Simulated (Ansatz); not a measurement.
SiPH3 (H-bridged), singlet: reading a ladder of total energies

Geometry: displaced at random from a stationary point.

```json
{"atom": "Si", "x (Å)": "-0.0260", "y (Å)": "0.0077", "z (Å)": "1.0257"}
{"atom": "P", "x (Å)": "-0.0202", "y (Å)": "-0.0084", "z (Å)": "-1.0447"}
{"atom": "H", "x (Å)": "1.3119", "y (Å)": "0.0509", "z (Å)": "-0.2326"}
{"atom": "H", "x (Å)": "0.0384", "y (Å)": "1.1757", "z (Å)": "1.9031"}
{"atom": "H", "x (Å)": "-0.0040", "y (Å)": "-1.1834", "z (Å)": "1.8516"}
```

Basis cc-pVDZ; Ansatz 0.2.0. Only valence electrons are correlated (noble-gas cores frozen), which leaves 12 electrons in 41 orbitals. Prefix R: restricted or restricted open-shell reference.

Full CI isn't at hand for all of this; RCCSDT(Q) serves as the reference, and is uncertain by the last step of the cluster series or more.

RCCSD has a T1 diagnostic of 0.015 and a largest doubles amplitude of 0.05.

Runs differ by some tens of microhartree through their thresholds, so steps under 0.03 kcal/mol mean nothing.

```tsv
level	total energy (hartree)
RHF	-631.326948
RMP2	-631.541344
RCCSD	-631.577548
RCCSD(T)	-631.586388
RCCSDT	-631.587502
RCCSDT(Q)	-631.588100
```

**Question.** What is the correlation energy at RCCSDT(Q), and what share of it do RMP2 and RCCSD(T) recover?

**Answer.** E(corr) = -631.588100 − (-631.326948) = -0.261152 hartree = -7.106 eV. RMP2: -0.214396 / -0.261152 = 82.10 %. RCCSD(T): -0.259440 / -0.261152 = 99.34 %.

**Question.** By how many kcal/mol does RCCSD(T) miss RCCSDT(Q) (1 hartree = 627.509 kcal/mol), and which steps make up the rest?

**Answer.** -631.586388 − (-631.588100) = 0.001712 hartree = 1.07 kcal/mol. Steps: RCCSDT − RCCSD(T) = -0.70, RCCSDT(Q) − RCCSDT = -0.38 kcal/mol. Differences between like states or geometries often cancel part of this.
